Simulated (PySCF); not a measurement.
**B(OH)₂ + F₂ → BO₂ + 2 HF**

Level: PBE in the def2-TZVP basis family, all electrons, no relativity, computed in PySCF with density fitting; open shells unrestricted.

| species | state and structure | E (Eh) | ZPE (kJ/mol) | H(298 K) − H(0) (kJ/mol) | S° (J/(mol K)) |
| --- | --- | --- | --- | --- | --- |
| B(OH)₂ | doublet, C2v, B–O 1.354 Å (×2), O–H 0.982 Å (×2); B–O–H 115.9° (×2), O–B–O 130.8° | -176.40038 | 76.2 | 12.4 | 256.3 |
| F₂ | singlet, D∞h, F–F 1.413 Å | -199.42304 | 6.0 | 8.8 | 202.5 |
| BO₂ | doublet, D∞h, B–O 1.273 Å (×2) | -175.18900 | 21.3 | 10.2 | 224.9 |
| HF | singlet, C∞v, H–F 0.932 Å | -100.39132 | 23.8 | 8.7 | 173.9 |

(1) What is the electronic reaction energy?

(2) Add zero-point, thermal and entropy terms for 298.15 K and 1 bar.

Answers

(1) At PBE/def2-TZVP, ΔE = -389.2 kJ/mol from the differences of the total energies times 2625.5, downhill. 

(2) ΔZPE = -13.3 and Δ[H(298) − H(0)] = 6.4 kJ/mol give ΔH° = -396.1 kJ/mol. ΔS° = 113.9 J/(mol K), so ΔG° = -396.1 − 298.15 × (0.1139) = -430 kJ/mol.

Only the bonding shown was studied: isomers, or loss of a ligand pair, can lie lower.
